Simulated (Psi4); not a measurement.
**singlet [C2F3]+ at 4 levels**

We compute a comparison of 4 runs (HF/STO-3G, HF/3-21G, B3LYP/6-31G*, MP3/aug-cc-pVDZ) of singlet [C2F3]+. 

Program for the calculation: Psi4 1.11.

## Step 1: Starting point

[C2F3]+ has 5 atoms, charge +1, and is taken as a singlet. As SMILES of the parent species, `F[C]=C(F)F`. Geometry: relaxed at PBE0-D4/def2-TZVP. That shape belongs to the parent species and isn't relaxed for this state.

Bond lengths: F1–C2 1.297 Å, C2–C3 1.311 Å, C3–F4 1.317 Å, C3–F5 1.311 Å. Angles: F1–C2–C3 129.8°, C2–C3–F4 124.9°, C2–C3–F5 123.2°, F4–C3–F5 111.9°.

## Step 2: A single-point energy at HF/STO-3G (run 1)

The input, calc.in:

```
memory 2.2 GB

molecule {
  1 1
  F
  C 1 1.296536
  C 2 1.311257 1 129.78232
  F 3 1.317126 2 124.94673 1 0.00555
  F 3 1.31069 2 123.17343 1 -179.9956
  units angstrom
  symmetry c1
  no_reorient
  no_com
}

set {
  puream true
  e_convergence 1e-09
  d_convergence 1e-08
  scf_type pk
}

result, w = energy('scf/STO-3G', return_wfn=True)
oeprop(w, 'DIPOLE', 'LOWDIN_CHARGES', 'MULLIKEN_CHARGES')
print_variables()
```

Command:

```console
$ psi4 -n 1 calc.in calc.out
```

calc.out:

```text
[...]
  Running in c1 symmetry.
[...]
  Nuclear repulsion =  163.403984333846466
[...]
  Multiplicity = 1
[...]
  Nalpha       = 19
  Nbeta        = 19
[...]
    Number of basis functions: 25
[...]
   @RHF iter   1:  -368.24414713426768   -1.40011e+00   2.05113e-02 ADIIS/DIIS
[...]
   @RHF iter  17:  -368.45916900657244   -1.89289e-11   6.21260e-09 DIIS
[...]
  @RHF Final Energy:  -368.45916900657244
   => Energetics <=
    Nuclear Repulsion Energy =            163.4039843338464664
    One-Electron Energy =                -826.6074757438018423
    Two-Electron Energy =                 294.7443224033829665
    Total Energy =                       -368.4591690065724379
[...]
 Multipole Moments:
 ------------------------------------------------------------------------------------
     Multipole            Electronic (a.u.)      Nuclear  (a.u.)        Total (a.u.)
 ------------------------------------------------------------------------------------
 L = 1.  Multiply by 2.5417464519 to convert [e a0] to [Debye]
 Dipole X            :         -0.0001766           -0.0000057           -0.0001823
 Dipole Y            :          0.5518642            0.4538456            1.0057098
 Dipole Z            :         -0.4123030           -0.0218181           -0.4341211
 Magnitude           :                                                    1.0954056
[...]
```

It took 1.2 s on 1 thread of Intel Xeon 6975P-C (Granite Rapids), shared host; peak memory 0.18 GiB.

## Step 3: A single-point energy at HF/3-21G (run 2)

The input, c2f3.json:

```json
{
 "schema_name": "qcschema_input",
 "schema_version": 1,
 "molecule": {
  "schema_name": "qcschema_molecule",
  "schema_version": 2,
  "symbols": ["F", "C", "C", "F", "F"],
  "geometry": [1.09173258, -1.95297526, 2.85552735, 0.95797776, 0.07339696, 1.48479561, -0.23905035, 0.46838752, -0.64855401, -1.60365938, -1.22921015, -1.85319772, -0.2070006, 2.64040093, -1.83855234],
  "molecular_charge": 1,
  "molecular_multiplicity": 1,
  "fix_symmetry": "c1"
 },
 "driver": "energy",
 "model": {
  "method": "scf",
  "basis": "3-21G"
 },
 "keywords": {
  "puream": true,
  "e_convergence": 1e-09,
  "d_convergence": 1e-08,
  "scf_type": "pk",
  "scf_properties": ["DIPOLE", "QUADRUPOLE", "MULLIKEN_CHARGES"]
 }
}
```

Command:

```console
$ psi4 --qcschema c2f3.json -n 1 --memory 2200MB
```

stdout:

```text
[...]
  Running in c1 symmetry.
[...]
  Nuclear repulsion =  163.403943947903571
[...]
  Multiplicity = 1
[...]
  Nalpha       = 19
  Nbeta        = 19
[...]
    Number of basis functions: 45
[...]
   @RHF iter   1:  -371.30030721821117   -5.05038e-02   1.06483e-02 DIIS/ADIIS
[...]
   @RHF iter  19:  -371.43977196157795   -1.62572e-11   3.51536e-09 DIIS
[...]
  @RHF Final Energy:  -371.43977196157795
   => Energetics <=
    Nuclear Repulsion Energy =            163.4039439479035707
    One-Electron Energy =                -828.2085233937525572
    Two-Electron Energy =                 293.3648074842710116
    Total Energy =                       -371.4397719615779465
[...]
 Multipole Moments:
 ------------------------------------------------------------------------------------
     Multipole            Electronic (a.u.)      Nuclear  (a.u.)        Total (a.u.)
 ------------------------------------------------------------------------------------
 L = 1.  Multiply by 2.5417464519 to convert [e a0] to [Debye]
 Dipole X            :          0.5114034            0.2658599            0.7772634
 Dipole Y            :          0.1444665            0.2003523            0.3448188
 Dipole Z            :          0.7319899            0.3092400            1.0412299
 Magnitude           :                                                    1.3443207
 L = 2.  Multiply by 1.3450342976 to convert [e a0^2] to [Debye ang]
 Quadrupole XX       :        -55.9878449           39.9898106          -15.9980343
 Quadrupole XY       :          7.1877945           -6.7055651            0.4822294
[...]
```

The result, in JSON:

```text
{
 "driver": "energy",
 "model": {
  "method": "scf",
  "basis": "3-21G"
 },
 "success": true,
 "return_result": -371.43977196157795,
 "properties": {
  "calcinfo_nbasis": 45,
  "calcinfo_nmo": 45,
  "calcinfo_nalpha": 19,
  "calcinfo_nbeta": 19,
  "calcinfo_natom": 5,
  "nuclear_repulsion_energy": 163.40394394790357,
  "return_energy": -371.43977196157795,
  "scf_one_electron_energy": -828.2085233937526,
  "scf_two_electron_energy": 293.364807484271,
  "scf_dipole_moment": [0.7772633925639303, 0.34481883900334165, 1.0412299072707334],
  "scf_total_energy": -371.43977196157795,
  "scf_iterations": 19
 }
}
```

Run time: 1.3 s. Hardware: 1 thread of Intel Xeon 6975P-C (Granite Rapids), shared host; peak memory 0.19 GiB.

## Step 4: The energy at B3LYP/6-31G(d) (spherical functions) (run 3)

The input, c2f3.xyz:

```xyz
5
C2F3
F      0.577720    -1.033470     1.511080
C      0.506940     0.038840     0.785720
C     -0.126500     0.247860    -0.343200
F     -0.848620    -0.650470    -0.980670
F     -0.109540     1.397240    -0.972920
```

The input, run.py:

```python
import psi4

psi4.set_memory(2200000000)
psi4.set_num_threads(1)
psi4.core.set_output_file('output.dat', False)

with open('c2f3.xyz') as f:
    atoms = ''.join(f.readlines()[2:])
molecule = psi4.geometry('1 1\n' + atoms + 'symmetry c1')

options = {'basis': '6-31G*', 'puream': True, 'e_convergence': 1e-09, 'd_convergence': 1e-08, 'scf_type': 'pk', 'dft_radial_points': 99, 'dft_spherical_points': 590}
psi4.set_options(options)

e_tot, wfn = psi4.energy('B3LYP', return_wfn=True)
psi4.oeprop(wfn, 'QUADRUPOLE', 'WIBERG_LOWDIN_INDICES', 'LOWDIN_CHARGES', title='B3LYP')
print('E =', round(e_tot, 9))
for k, v in sorted(psi4.core.scalar_variables().items()):
    print(f'{k:45s} {v:18.10f}')
```

Command:

```console
$ python run.py
```

output.dat:

```text
[...]
  Running in c1 symmetry.
[...]
  Nuclear repulsion =  163.403943792540275
[...]
  Multiplicity = 1
[...]
  Nalpha       = 19
  Nbeta        = 19
[...]
    Number of basis functions: 70
[...]
   @RKS iter   1:  -375.10770438626105    2.71446e-01   4.72997e-03 ADIIS/DIIS
[...]
   @RKS iter  16:  -375.15616888332249    4.89990e-11   8.92620e-09 DIIS
[...]
  @RKS Final Energy:  -375.15616888332249
   => Energetics <=
    Nuclear Repulsion Energy =            163.4039437925402751
    One-Electron Energy =                -832.2478438811183423
    Two-Electron Energy =                 327.4182929869898544
    DFT Exchange-Correlation Energy =     -33.7305617817343233
    Empirical Dispersion Energy =           0.0000000000000000
    VV10 Nonlocal Energy =                  0.0000000000000000
    Total Energy =                       -375.1561688833224935
[...]
 Multipole Moments:
 ------------------------------------------------------------------------------------
     Multipole            Electronic (a.u.)      Nuclear  (a.u.)        Total (a.u.)
 ------------------------------------------------------------------------------------
 L = 1.  Multiply by 2.5417464519 to convert [e a0] to [Debye]
 Dipole X            :          0.3780435            0.2658599            0.6439035
 Dipole Y            :         -0.1251987            0.2003523            0.0751537
 Dipole Z            :          0.6752380            0.3092400            0.9844780
 Magnitude           :                                                    1.1787522
 L = 2.  Multiply by 1.3450342976 to convert [e a0^2] to [Debye ang]
 Quadrupole XX       :        -55.3065169           39.9898107          -15.3167061
 Quadrupole XY       :          7.0220970           -6.7055650            0.3165321
[...]
```

Standard output:

```text
E = -375.156168883
CURRENT ENERGY                                   -375.1561688833
CURRENT REFERENCE ENERGY                         -375.1561688833
DD SOLVATION ENERGY                                 0.0000000000
DFT FUNCTIONAL TOTAL ENERGY                      -375.1561688833
DFT TOTAL ENERGY                                 -375.1561688833
DFT VV10 ENERGY                                     0.0000000000
DFT XC ENERGY                                     -33.7305617817
GRID ELECTRONS ALPHA                               19.0000000082
GRID ELECTRONS BETA                                19.0000000082
GRID ELECTRONS TOTAL                               38.0000000163
NUCLEAR REPULSION ENERGY                          163.4039437925
ONE-ELECTRON ENERGY                              -832.2478438811
PCM POLARIZATION ENERGY                             0.0000000000
PE ENERGY                                           0.0000000000
SCF ITERATION ENERGY                             -375.1561688833
SCF ITERATIONS                                     16.0000000000
SCF TOTAL ENERGY                                 -375.1561688833
TWO-ELECTRON ENERGY                               327.4182929870
XC GRID RADIAL POINTS                              99.0000000000
XC GRID SPHERICAL POINTS                          590.0000000000
XC GRID TOTAL POINTS                           276729.0000000000
```

Wall time 8.4 s (1 thread of Intel Xeon 6975P-C (Granite Rapids), shared host); peak memory 0.74 GiB.

## Step 5: The energy at MP3/aug-cc-pVDZ (run 4)

The input, job.json:

```json
{
  "schema_name": "qcschema_input",
  "schema_version": 1,
  "molecule": {
    "schema_name": "qcschema_molecule",
    "schema_version": 2,
    "symbols": ["F", "C", "C", "F", "F"],
    "geometry": [1.09173258, -1.95297526, 2.85552735, 0.95797776, 0.07339696, 1.48479561, -0.23905035, 0.46838752, -0.64855401, -1.60365938, -1.22921015, -1.85319772, -0.2070006, 2.64040093, -1.83855234],
    "molecular_charge": 1,
    "molecular_multiplicity": 1,
    "fix_symmetry": "c1",
    "fix_com": true,
    "fix_orientation": true
  },
  "driver": "energy",
  "model": {
    "method": "mp3",
    "basis": "aug-cc-pVDZ"
  },
  "keywords": {
    "puream": true,
    "e_convergence": 1e-09,
    "d_convergence": 1e-08,
    "scf_type": "pk",
    "num_frozen_docc": 5,
    "mp_type": "conv"
  }
}
```

Command:

```console
$ psi4 --qcschema job.json -n 1 --memory 2200MB
```

stdout:

```text
[...]
  Running in c1 symmetry.
[...]
  Nuclear repulsion =  163.403943947903571
[...]
  Multiplicity = 1
[...]
  Nalpha       = 19
  Nbeta        = 19
[...]
    Number of basis functions: 115
[...]
   @RHF iter   1:  -373.40186732838526   -1.24046e-01   4.18908e-03 DIIS/ADIIS
[...]
   @RHF iter  19:  -373.52533302194604   -2.10207e-10   4.85021e-09 DIIS
[...]
  @RHF Final Energy:  -373.52533302194604
   => Energetics <=
    Nuclear Repulsion Energy =            163.4039439479035707
    One-Electron Energy =                -831.6142655890755577
    Two-Electron Energy =                 294.6849886192259191
    Total Energy =                       -373.5253330219460395
[...]
 Multipole Moments:
 ------------------------------------------------------------------------------------
     Multipole            Electronic (a.u.)      Nuclear  (a.u.)        Total (a.u.)
 ------------------------------------------------------------------------------------
 L = 1.  Multiply by 2.5417464519 to convert [e a0] to [Debye]
 Dipole X            :          2.8606888           -2.1567821            0.7039066
 Dipole Y            :          1.8667411           -1.6253534            0.2413877
 Dipole Z            :          3.4916769           -2.5085548            0.9831221
 Magnitude           :                                                    1.2329970
[...]
	SCS-MP2 Total Energy (a.u.)        :  -374.33649669050510
	SOS-MP2 Total Energy (a.u.)        :  -374.32131359512755
[...]
	SOS-PI-MP2 Total Energy (a.u.)     :  -374.38254286998767
[...]
	MP2 Total Energy (a.u.)            :  -374.36686288126009
[...]
	SCS-MP3 Total Energy (a.u.)        :  -374.33644071298863
[...]
	MP3 Total Energy (a.u.)            :  -374.36663897119422
[...]
```

The result, in JSON:

```text
{
 "driver": "energy",
 "model": {
  "method": "mp3",
  "basis": "aug-cc-pVDZ"
 },
 "success": true,
 "return_result": -374.3666389711942,
 "properties": {
  "calcinfo_nbasis": 115,
  "calcinfo_nmo": 115,
  "calcinfo_nalpha": 19,
  "calcinfo_nbeta": 19,
  "calcinfo_natom": 5,
  "nuclear_repulsion_energy": 163.40394394790357,
  "return_energy": -374.3666389711942,
  "scf_one_electron_energy": -831.6142655890756,
  "scf_two_electron_energy": 294.6849886192259,
  "scf_dipole_moment": [0.7039066496270743, 0.24138770578311775, 0.9831221179064391],
  "scf_total_energy": -373.52533302194604,
  "scf_iterations": 19,
  "mp2_same_spin_correlation_energy": -0.22923711071287933,
  "mp2_opposite_spin_correlation_energy": -0.6122927486011509,
  "mp2_singles_energy": 0.0,
  "mp2_doubles_energy": -0.8415298593140301,
  "mp2_correlation_energy": -0.8415298593140506,
  "mp2_total_energy": -374.3668628812601
 }
}
```

Run time: 17 s. Hardware: 1 thread of Intel Xeon 6975P-C (Granite Rapids), shared host; peak memory 1.5 GiB.

## Step 6: Overview of the runs

| run | level | integration grid | frozen core orbitals | energy (Eh) | HOMO energy (eV) | LUMO energy (eV) | HOMO–LUMO gap (eV) | wall time |
| --- | --- | --- | --- | --- | --- | --- | --- | --- |
| 1 | HF/STO-3G | – | 0 | -368.459169 | -17.71 | -7.43 | 10.28 | 1.2 s |
| 2 | HF/3-21G | – | 0 | -371.439772 | -20.22 | -10.26 | 9.96 | 1.3 s |
| 3 | B3LYP/6-31G* (spherical functions) | 99 radial × 590 angular | 0 | -375.156169 | -15.76 | -14.46 | 1.30 | 8.4 s |
| 4 | MP3/aug-cc-pVDZ | – | 5 | -374.366639 | -20.01 | -9.92 | 10.10 | 17 s |

## Step 7: Results

| quantity | value |
| --- | --- |
| run 4: total energy | -374.36664 Eh |
| run 4: HOMO energy (Hartree–Fock orbitals) | -20.01 eV |
| run 4: LUMO energy (Hartree–Fock orbitals) | -9.92 eV |
| run 4: HOMO–LUMO gap (Hartree–Fock orbitals) | 10.10 eV |
| run 4: correlation energy (5 core orbitals frozen) | -841.3 mEh |

What this shows: Over runs 1, 2, 3 the HOMO–LUMO gap runs from 1.30 eV (B3LYP/6-31G*) to 10.28 eV (HF/STO-3G). The two ends differ in method and basis. In run 1 the basis is minimal, so the values are rough. All runs together took 28 s, the longest 17 s.
